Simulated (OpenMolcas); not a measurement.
# HCl (hydrogen chloride): levels of theory compared

Wanted: a comparison of 6 runs (B3LYP/6-31G*, BHLYP/def2-TZVPPD, PBE/def2-TZVPPD, SVWN5/def2-TZVPPD, revPBE/def2-TZVPPD, MP2/def2-TZVPPD) of HCl (hydrogen chloride). 

The results are computed with OpenMolcas 26.06.

1 further run of the same task is left out (set aside as unsound or not needed).

### Step 1. The system as given

HCl has 2 atoms, charge 0, and is taken as a singlet. SMILES: `Cl`. The coordinates come from a PBE0-D4/def2-TZVP relaxation.

Bond lengths: Cl1–H2 1.279 Å.

### Step 2. Energy and forces at B3LYP/6-31G(d) (Cartesian functions) (run 1)

input.xyz reads:

```xyz
2

Cl     0.546000    -0.178500     0.280800
H     -0.546000     0.178500    -0.280800
```

calc.input reads:

```
* ClH Kohn-Sham DFT

&GATEWAY
 BasLib=$CurrDir
 Coord=input.xyz
 Basis=6-31Gs
 Group=NoSym

&SEWARD
 GridInput
 Grid=UltraFine
 End of Grid

&SCF
 KSDFT=B3LYP
 Thresholds=1e-10 1e-07 1e-07 1e-05
 PrOrbitals=1 1

&ALASKA
```

The basis set 6-31G* is read from a file made from the Basis Set Exchange's data (not shown).

Command:

```console
$ export MOLCAS_MEM=1860
$ pymolcas calc.input > calc.log
```

Output:

```text
--- Start Module: gateway ---
[...]
--- Stop Module: gateway /rc=_RC_ALL_IS_WELL_ ---
[...]
      Basis functions           21
[...]
--- Start Module: scf ---
[...]
       Convergence after   9 Iterations
[...]
::    Total KS-DFT energy                            -460.7956301474
[...]
      Total spin, S                                     0.0000000000
[...]
      Total electronic charge=   18.000000
      Total            charge=   -0.000000
[...]
      Dipole Moment (debye):
      Origin of the operator (angstrom)=    0.5154   -0.1685    0.2651
                   X= -1.2493E+00               Y=  4.0842E-01               Z= -6.4249E-01           Total=  1.4630E+00
      Quadrupole Moment (debye*angstrom):
[...]
--- Stop Module: scf /rc=_RC_ALL_IS_WELL_ ---
[...]
--- Start Module: alaska ---
[...]
 *              Molecular gradients               *
 **************************************************
  Irreducible representation: a
 ------------------------------------------------------------------------------------------
                              X                       Y                       Z
 ------------------------------------------------------------------------------------------
  CL1              -5.72166935796048E-03    1.87054575166257E-03   -2.94257281261912E-03
  H2                5.72166935795959E-03   -1.87054575166257E-03    2.94257281261956E-03
 ------------------------------------------------------------------------------------------
--- Stop Module: alaska /rc=_RC_ALL_IS_WELL_ ---
[...]
```

It took 2.8 s on 1 thread of AMD EPYC 9R45 (Zen 5), shared host; peak memory 0.37 GiB.

### Step 3. Energy and forces at BHLYP/def2-TZVPPD (run 2)

mol.inp reads:

```
&GATEWAY
BasLib=$CurrDir
BasisSet
Cl.def2-TZVPPD....
Cl1 0.546000 -0.178500 0.280800 angstrom
End of Basis
BasisSet
H.def2-TZVPPD....
H2 -0.546000 0.178500 -0.280800 angstrom
End of Basis
&SEWARD
GridInput
Grid=UltraFine
End of Grid
&SCF
KSDFT=HYB_GGA_XC_BHANDHLYP
Thresholds=1e-10 1e-07 1e-07 1e-05
PrOrbitals=1 1
&ALASKA
```

The basis set def2-TZVPPD is read from a file made from the Basis Set Exchange's data (not shown).

Command:

```console
$ export MOLCAS_MEM=1860
$ pymolcas mol.inp > mol.log
```

Output:

```text
--- Start Module: gateway ---
[...]
--- Stop Module: gateway /rc=_RC_ALL_IS_WELL_ ---
[...]
      Basis functions           68
[...]
--- Start Module: scf ---
[...]
       Convergence after  11 Iterations
[...]
::    Total KS-DFT energy                            -460.8182241386
[...]
      Total spin, S                                     0.0000000000
[...]
      Total electronic charge=   18.000000
      Total            charge=   -0.000000
[...]
      Dipole Moment (debye):
      Origin of the operator (angstrom)=    0.5154   -0.1685    0.2651
                   X= -9.7026E-01               Y=  3.1720E-01               Z= -4.9899E-01           Total=  1.1362E+00
      Quadrupole Moment (debye*angstrom):
[...]
--- Stop Module: scf /rc=_RC_ALL_IS_WELL_ ---
[...]
--- Start Module: alaska ---
[...]
 *              Molecular gradients               *
 **************************************************
  Irreducible representation: a
 ------------------------------------------------------------------------------------------
                              X                       Y                       Z
 ------------------------------------------------------------------------------------------
  CL1               4.68408986159741E-03   -1.53133707017750E-03    2.40896050018069E-03
  H2               -4.68408986159652E-03    1.53133707017750E-03   -2.40896050018069E-03
 ------------------------------------------------------------------------------------------
--- Stop Module: alaska /rc=_RC_ALL_IS_WELL_ ---
[...]
```

Wall time 6.3 s (1 thread of AMD EPYC 9R45 (Zen 5), shared host); peak memory 0.41 GiB.

Runs 3 to 5 aren't shown in full; the table further down has their settings and results.

### Step 4. A single-point energy at MP2/def2-TZVPPD (run 6)

job.input reads:

```
&GATEWAY
 BasLib
 $CurrDir
 Coord
 2
 bohr
 Cl     1.03179046    -0.33731611     0.53063510
 H     -1.03179046     0.33731611    -0.53063510
 Basis
 def2-TZVPPD
 Group
 NoSym

&SEWARD

&SCF
 Thresholds
 1e-10 1e-07 1e-07 1e-05
 PrOrbitals
 1 2

&MBPT2
 Frozen
 5
```

The basis set def2-TZVPPD is read from a file made from the Basis Set Exchange's data (not shown).

Command:

```console
$ export MOLCAS_MEM=1860
$ pymolcas job.input > job.log
```

Output:

```text
--- Start Module: gateway ---
[...]
--- Stop Module: gateway /rc=_RC_ALL_IS_WELL_ ---
[...]
      Basis functions           68
[...]
--- Start Module: scf ---
[...]
       Convergence after  11 Iterations
[...]
::    Total SCF energy                               -460.0999197329
[...]
      Total spin, S                                     0.0000000000
[...]
      Total electronic charge=   18.000000
      Total            charge=   -0.000000
[...]
      Dipole Moment (debye):
      Origin of the operator (angstrom)=    0.5154   -0.1685    0.2651
                   X= -1.0134E+00               Y=  3.3129E-01               Z= -5.2116E-01           Total=  1.1867E+00
      Quadrupole Moment (debye*angstrom):
[...]
--- Stop Module: scf /rc=_RC_ALL_IS_WELL_ ---
[...]
--- Start Module: mbpt2 ---
[...]
WARNING!
Default frozen orbitals as non valence orbitals is overwritten by user input.
Default values:   5
[...]
       Reference weight ( Cref**2 )         =        0.93191
::    Total MBPT2 energy                             -460.3049996464
[...]
      Total MBPT2 calculations                           0.09      0.10
--- Stop Module: mbpt2 /rc=_RC_ALL_IS_WELL_ ---
[...]
```

It took 3 s on 1 thread of AMD EPYC 9R45 (Zen 5), shared host; peak memory 0.41 GiB.

### Step 5. All runs side by side

| run | level | Cartesian functions | task | energy (Eh) | dipole moment (D) of the reference | HOMO energy (eV) | LUMO energy (eV) | wall time |
| --- | --- | --- | --- | --- | --- | --- | --- | --- |
| 1 | B3LYP/6-31G* (Cartesian functions) | yes | gradient | -460.795630 | 1.46 | -9.03 | 0.38 | 2.8 s |
| 2 | BHLYP/def2-TZVPPD | no | gradient | -460.818224 | 1.14 | -10.83 | 0.47 | 6.3 s |
| 3 | PBE/def2-TZVPPD | no | gradient | -460.629082 | 1.07 | -8.04 | -0.98 | 6.3 s |
| 4 | SVWN5/def2-TZVPPD | no | gradient | -459.321346 | 1.11 | -8.15 | -1.04 | 5.1 s |
| 5 | revPBE/def2-TZVPPD | no | gradient | -460.737626 | 1.07 | -8.01 | -0.97 | 6.3 s |
| 6 | MP2/def2-TZVPPD | no | energy | -460.305000 | 1.19 | -12.98 | 1.90 | 3 s |

### Step 6. Outcome

| quantity | value |
| --- | --- |
| run 6: total energy | -460.30500 Eh |
| run 6: dipole moment (mean-field density) | 1.19 D |
| run 6: HOMO energy (Hartree–Fock orbitals) | -12.98 eV |
| run 6: LUMO energy (Hartree–Fock orbitals) | 1.90 eV |
| run 6: HOMO–LUMO gap (Hartree–Fock orbitals) | 14.88 eV |
| run 6: correlation energy (5 core orbitals frozen) | -205.1 mEh |

In words: Over runs 1, 2, 3, 4, 5 the dipole moment (its size) runs from 1.07 D (revPBE/def2-TZVPPD) to 1.46 D (B3LYP/6-31G*). The two ends differ in method and basis. Over runs 1, 2, 3, 4, 5 the HOMO–LUMO gap runs from 7.03 eV (revPBE/def2-TZVPPD) to 11.30 eV (BHLYP/def2-TZVPPD). Totals of different functionals can't be ranked against each other. All runs together took 30 s, the longest 6.3 s.
